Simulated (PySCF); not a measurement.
# Working out the ionisation energy of B

B [He] 2s2 2p1 (2P) → B⁺ [He] 2s2 (1S). All numbers are calculated (PySCF 2.14, scalar relativity by spin-free X2C-1e, in Sapporo-DZP-2012 (4s3p1d, 18 functions)). Frozen: 1s2. Energies in hartree (1 hartree = 27.21139 eV):

```tsv
part	B (lower)	B⁺ (upper)
UHF	-24.534840	-24.240087
CCSD correlation	-0.061184	-0.059275
(T)	-0.000902	0.000000
```

Q: What does Hartree-Fock give?

A: (-24.240087) − (-24.534840) = 0.294753 hartree = 8.021 eV.

Q: What do CCSD and CCSD(T) give?

A: The CCSD correlation energies differ by 0.001909 hartree = 0.052 eV and the triples by 0.000902 hartree = 0.025 eV, so CCSD gives 8.073 eV and CCSD(T) 8.098 eV.

Measured between the centres of the two terms (NIST): 8.297 eV, so CCSD(T) (valence) is off by -0.199 eV.

A double-zeta basis recovers only part of the correlation energy.

The coupled-cluster amplitudes are large, so a single reference is strained.

What remains against the reference includes basis incompleteness, the frozen core and higher excitations.
